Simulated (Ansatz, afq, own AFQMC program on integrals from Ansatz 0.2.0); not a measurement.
# Where AFQMC and coupled cluster stand for SiGeH, quartet

```yaml
atoms:
  - { symbol: Si, position_ang: [0.0000, 0.0406, 1.7372] }
  - { symbol: Ge, position_ang: [0.0000, -0.0362, -0.6556] }
  - { symbol: H, position_ang: [0.0000, 1.4755, -1.1562] }
```

Connectivity, by distances: Si–GeH.

Basis cc-pVDZ. Noble-gas cores (and the filled d shells of Ga–Kr and In–Xe) are frozen. Integrals, coupled cluster, full CI and functionals: Ansatz 0.2.0; the random walks run on the same integrals in our own AFQMC program. The CISD trial takes its coefficients from CCSD amplitudes. Released means that phaseless walkers are propagated on without the constraint, phases kept. Error bars are statistical, one sigma. No spin–orbit coupling.

Determinant: UHF, the one that the program's search chose, which needn't be the lowest solution. The geometry is a point of a scan.

No full CI on the walks' own integrals is used here; CCSDT(Q) serves as the reference and is uncertain by about the last step of the cluster series.

Cautions: no relativity below Rb; no spin-orbit coupling; inner d shell frozen; lower spins were not checked.

* T1 diagnostic: 0.0304
* weight of the determinant in the CISD state: 0.854
* ⟨S²⟩ of the determinant: 3.773
* size of the correlated space: 9 electrons in 31 orbitals

Reference: CCSDT(Q), correlation energy -4.730 eV. The released energy is read at 2.40 1/Eh (meV from the phaseless value at times in 1/Eh: -2 ± 13 at 0.24, -17 ± 13 at 0.51, -31 ± 10 at 0.99, -24 ± 8 at 1.62, -39 ± 13 at 2.40).

```csv
level,E − E(reference) (meV),share of correlation (%)
HF,4729.9,0.00
MP2,1202.6,74.58
CCSD,243.9,94.84
CCSD(T),60.2,98.73
CCSDT,13.0,99.72
ph-AFQMC/HF,93.7 ± 38.9,98.02
ph-AFQMC/CISD,40.1 ± 12.0,99.15
released AFQMC,1.3 ± 12.9,99.97
```

A walk keeps the symmetry of its determinant, which the program's search chose and which needn't be the lowest solution, so a lower state of the same spin and another symmetry isn't excluded. Released energies are given only where the last usable release times agree within the noise; a slower fall can still hide under it.
